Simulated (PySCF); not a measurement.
Species: lithium fluoride, LiF.
Atom-mapped SMILES: `[Li:1][F:2]`

The closed-shell ground state was solved at several levels (PySCF, density fitting, gas phase, non-relativistic). Isolated species at its PBE0-D3(BJ)/def2-TZVP geometry, gas phase.

```
                level  basis functions  total energy (Eh)  HOMO (eV)  LUMO (eV)  gap (eV)  dipole (D)
         KT3/pcSseg-2               57          -108.7942      -6.12      -1.96      4.16        6.01
       B97-2/pcSseg-2               57          -107.4384      -7.53      -1.08      6.45        6.19
CAM-B3LYP/aug-cc-pVTZ               92          -107.4336      -9.64      -0.80      8.84        6.20
  wB97X-D/aug-cc-pVTZ               92          -107.4407      -9.92      -0.19      9.73        6.27
          B3LYP/pcJ-2               68          -107.4816      -7.62      -1.28      6.34        6.15
          B97-2/pcJ-2               68          -107.4413      -7.48      -0.95      6.53        6.21
           PBE0/pcJ-2               68          -107.3534      -7.84      -0.94      6.90        6.20
     wB97X-D/pcSseg-2               57          -107.4439      -9.86       0.03      9.89        6.26
     PBE0/aug-cc-pVTZ               92          -107.3472      -7.96      -1.05      6.91        6.20
```

Task: Estimate the row for PBE0/pcSseg-2, a basis of 57 functions; the other rows only guide the guess.

Result: Total energy -107.3507 Eh, HOMO -7.89 eV, LUMO -1.07 eV, gap 6.82 eV, dipole 6.18 D.

Task: Over all these levels, which gives the widest orbital gap and which the narrowest?

Result: wB97X-D/pcSseg-2 (range-separated hybrid) has the widest, 9.89 eV, and KT3/pcSseg-2 (GGA) the narrowest, 4.16 eV. The two share the basis. From the narrowest to the widest the HOMO moves by -3.74 eV and the LUMO by +1.99 eV.

Task: How much does the basis alone move the frontier levels among the 3 PBE0 rows (the withheld one included)?

Result: The HOMO by 0.12 eV and the LUMO by 0.13 eV. By rising basis size (HOMO, LUMO in eV): pcSseg-2 -7.89, -1.07; pcJ-2 -7.84, -0.94; aug-cc-pVTZ -7.96, -1.05.

Task: In the pcSseg-2 basis, how does the gap go with the fixed share of exact exchange?

Result: KT3 (0 %) 4.16 eV; B97-2 (21 %) 6.45 eV; PBE0 (25 %) 6.82 eV. Each rise in the share widens the gap here.

Task: How far do the dipole and the HOMO energy spread over the levels?

Result: The dipole runs from 6.01 to 6.27 D (mean 6.19 D) and the HOMO from -9.92 to -6.12 eV.

wB97X-D is run here without its empirical dispersion term; that term would change no orbital, density or response property at a fixed geometry.
